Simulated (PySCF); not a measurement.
C5H4N (doublet state).
Cartesian coordinates in Å at the GFN2-xTB level; atoms count from 1:
```
atom  x, y, z in Å
C1     2.365   -0.926    0.159
C2     1.415   -0.169    0.080
C3     0.340    0.661    0.031
C4    -1.029    0.206    0.420
C5    -1.811    0.028   -0.785
N6    -2.393   -0.097   -1.761
H7     3.194   -1.566    0.204
H8     0.452    1.657   -0.367
H9    -1.532    0.956    1.041
H10   -0.991   -0.746    0.957
```

The hyperfine couplings belong to this conformer and change with its torsions.

As a line formula: `C(#C)[CH]CC#N` [radical].

Level of theory: UKS B3LYP, pcH-1 on C H N, non-relativistic, mean-field spin-orbit, GIAO (PySCF 2.14.0). Isolated species at its GFN2-xTB geometry (one conformer only). Couplings are sensitive to structure, and on GFN2-xTB geometries they can be far from those on DFT ones. No stability test was run, so a lower SCF solution isn't excluded.

The Mulliken spin populations are largest on C3 (+0.77), C1 (+0.56) and C2 (-0.27). The angles at C3 add up to 359.8°, so it is planar; its axial dipolar tensor and the negative coupling of its proton fit spin in a p orbital normal to that plane.

**Question.** Find Q in a(H) = Q·ρ(C) for the protons on the planar carbons that carry spin.

**Answer.** 
```
 H   C    ρ(C)  a(H) (G)  a/ρ (G)
H8  C3  +0.766    -18.92    -24.7
```

One proton gives one ratio, Q = -24.7 G, and no test of linearity.

**Question.** List the C–H protons on four-coordinate carbons next to a three-coordinate spin centre, with their couplings and θ (C–H bond against the normal to the plane of the centre's neighbours, projected along the bond that joins the two).

**Answer.** 
```tsv
β H	on	centre	θ (°)	cos²θ	a (G)
H9	C4	C3	44	0.52	+18.63
H10	C4	C3	78	0.04	+2.16
```

Couplings in gauss use g_iso = 2.0027.

Time: 12 s wall (with the writing of density and orbital grids); peak memory 0.66 GiB. Hardware: one thread, AMD EPYC 9R45 (x86_64), on a shared host.
